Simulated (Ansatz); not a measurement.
Rutile MnO2, treated with r²SCAN in Ansatz (PAW).

Numerical settings: plane-wave cutoff 500 eV, 10×10×14 k mesh (along the axes of the cell as run), Fermi–Dirac smearing 0.05 eV, ferromagnetic start, spin-polarised with parallel moments, scalar-relativistic PAW data made under PBE.

Cell (relaxed at this level):

```
MnO2
1.0
    4.39757     0.00000     0.00000
    0.00000     4.39757     0.00000
    0.00000     0.00000     2.86321
Mn O
2 4
Cartesian
  0.00000   0.00000   0.00000
  2.19879   2.19879   1.43160
  1.34165   1.34165   0.00000
  3.05593   3.05593   0.00000
  0.85714   3.54043   1.43160
  3.54043   0.85714   1.43160
```

What does this level give for the magnetic moment (largest site, within a sphere) and band gap?


* **magnetic moment (largest site, within a sphere)**: 2.48 μB
* **band gap**: 0.27 eV (on the SCF k mesh)

Note: the collinear magnetic order is the start's and need not be the measured one.

Moments are spin moments.

The computed numbers hold no vibrational or temperature effects.

Computing time: around 8 core-minutes (rough).

Ansatz is a quantum-chemistry and plane-wave program.
